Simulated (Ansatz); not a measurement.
## Scan of [SiH3···H···H], doublet

Starting geometry:

| atom | x (Å) | y (Å) | z (Å) |
| --- | --- | --- | --- |
| Si | -0.0770 | 0.0000 | 0.0000 |
| H | -0.5719 | 1.3997 | 0.0000 |
| H | -0.5719 | -0.6999 | 1.2122 |
| H | -0.5719 | -0.6999 | -1.2122 |
| H | 1.4076 | 0.0000 | 0.0000 |
| H | 2.4530 | 0.0000 | 0.0000 |

From there H5 is moved from one fragment to the other while all else, the fragments' distance too, stays fixed; atoms are numbered as listed. Energies are in eV, counted from the starting geometry at the same level.

Basis cc-pVTZ; Ansatz 0.2.0. Only valence electrons are correlated (noble-gas cores frozen). Prefix R: restricted or restricted open-shell reference; prefix U: unrestricted.

Full CI isn't at hand for all of this; UCCSDT(Q) serves as the reference, and is uncertain by about the last step of the cluster series.

```tsv
distance Si1-H5 (Å)	UHF
1.485	0.000
1.528	-0.012
1.613	-0.035
1.699	-0.080
1.785	-0.104
```

Problem. Estimate the UCCSDT(Q) curve in cc-pVTZ from this one, knowing how UHF errs.

Solution. The computed UCCSDT(Q) values, in eV from the starting point, and the error of UHF against them:
```csv
distance Si1-H5 (Å),UCCSDT(Q),UHF less UCCSDT(Q)
1.485,0.000,0.000
1.528,-0.050,0.037
1.613,-0.133,0.098
1.699,-0.209,0.128
1.785,-0.223,0.119
```

The error spans 0.128 eV and is largest, 0.128 eV, at 1.699 Å.
